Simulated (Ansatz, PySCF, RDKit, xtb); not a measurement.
Pair of molecules: HF (SMILES F) (first 2 atoms) with HF (SMILES F); geometry from NCB31 set.
(charge 0, multiplicity 1):
```csv
atom,x (Å),y (Å),z (Å)
F,1.3237,-0.0902,0.0000
H,1.7404,0.7334,0.0000
F,-1.4572,0.0193,0.0000
H,-0.5393,-0.0947,0.0001
```

Monomers are frozen at their geometry in the pair; levels with a basis set take the counterpoise correction. RDKit's UFF carries no charges.

Rows in 6-31G* carry no dispersion term and start afresh at each structure (6-31G* with six Cartesian d functions).

The values were computed with Ansatz (Gaussian basis) for Hartree–Fock, density functionals and correlated methods; PySCF for 6-31G* rows; RDKit for the force fields; xtb for the GFN methods. Values without a source in brackets are computed.

Task: One of these levels gives -4.63 kcal/mol for the interaction energy. Which one is it?
A. HF/aug-cc-pVTZ
B. UFF
C. HF/6-31G*
D. GFN-FF

Result: C, HF/6-31G*. The others give 20.64 (UFF), -5.20 (GFN-FF), -3.82 (HF/aug-cc-pVTZ)

Ansatz is a quantum-chemistry and plane-wave program.
